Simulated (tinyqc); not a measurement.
Worked calculation: MP2 on RHF in the sto-3g basis, for H2O, spin multiplicity 1. One step of it, computed by the program tinyqc.

Question. Iteration 8 (converged): orbitals. Diagonalise F' = X^T F X, C = X C', fill 5 alpha and 5 beta electrons from the bottom; D = 2 C_occ C_occ^T. Each column has its largest component positive (the first on a tie).

converged F (hartree), lower triangle:
```
             1O 1s      1O 2s     1O 2px     1O 2py     1O 2pz      2H 1s      3H 1s
1O 1s   -20.232047
1O 2s    -5.161517  -2.423642
1O 2px    0.000000   0.000000  -0.383674
1O 2py    0.000000   0.000000   0.000000  -0.282351
1O 2pz   -0.027547  -0.097409   0.000000   0.000000  -0.313010
2H 1s    -1.043098  -0.926067   0.000000  -0.392198  -0.329644  -0.501693
3H 1s    -1.043098  -0.926067   0.000000   0.392198  -0.329644  -0.306816  -0.501693
```

X:
```
                1          2          3         4          5          6         7
1O 1s   -0.323288   0.000000   0.749311  0.000000  -0.612982   0.000000  0.166103
1O 2s    1.128025   0.000000  -0.279908  0.000000  -0.286178   0.000000  0.439968
1O 2px   0.000000   0.000000   0.000000  1.000000   0.000000   0.000000  0.000000
1O 2py   0.000000   0.921224   0.000000  0.000000   0.000000   0.676034  0.000000
1O 2pz   0.489677   0.000000   0.653417  0.000000   0.650329   0.000000  0.191700
2H 1s   -0.710225  -0.821109  -0.167569  0.000000   0.136439   0.379230  0.377674
3H 1s   -0.710225   0.821109  -0.167569  0.000000   0.136439  -0.379230  0.377674
```

Give: F' = X^T F X; orbital energies; coefficients C; D after iteration 8.

Answer.

F' = X^T F X (hartree), lower triangle:
```
         1       2        3        4        5        6        7
1   0.0447
2   0.0000  0.6843
3   1.8204  0.0000  -9.0603
4   0.0000  0.0000   0.0000  -0.3837
5  -1.3395  0.0000   8.8249   0.0000  -9.3392
6   0.0000  0.1069   0.0000   0.0000   0.0000  -0.5873
7   0.2708  0.0000  -3.9894   0.0000   4.2034   0.0000  -3.0148
```

orbital energies (hartree): MO1 -20.2407, MO2 -1.2349, MO3 -0.5962, MO4 -0.4324, MO5 -0.3837, MO6 0.5385, MO7 0.6932

coefficients C:
```
            MO1      MO2      MO3      MO4     MO5      MO6      MO7
1O 1s    0.9942  -0.2355   0.0000   0.0966  0.0000  -0.1265   0.0000
1O 2s    0.0255   0.8554   0.0000  -0.5012  0.0000   0.8017   0.0000
1O 2px   0.0000   0.0000   0.0000   0.0000  1.0000   0.0000   0.0000
1O 2py   0.0000   0.0000   0.5970   0.0000  0.0000   0.0000   0.9743
1O 2pz   0.0037   0.1056   0.0000   0.7818  0.0000   0.7099   0.0000
2H 1s   -0.0054   0.1550   0.4462   0.2939  0.0000  -0.7638  -0.7867
3H 1s   -0.0054   0.1550  -0.4462   0.2939  0.0000  -0.7638   0.7867
```

D after iteration 8, lower triangle:
```
          1O 1s    1O 2s  1O 2px   1O 2py  1O 2pz    2H 1s   3H 1s
1O 1s    2.1066
1O 2s   -0.4490   1.9672
1O 2px   0.0000   0.0000  2.0000
1O 2py   0.0000   0.0000  0.0000   0.7129
1O 2pz   0.1086  -0.6029  0.0000   0.0000  1.2448
2H 1s   -0.0269  -0.0297  0.0000   0.5328  0.4922   0.6191
3H 1s   -0.0269  -0.0297  0.0000  -0.5328  0.4922  -0.1774  0.6191
```
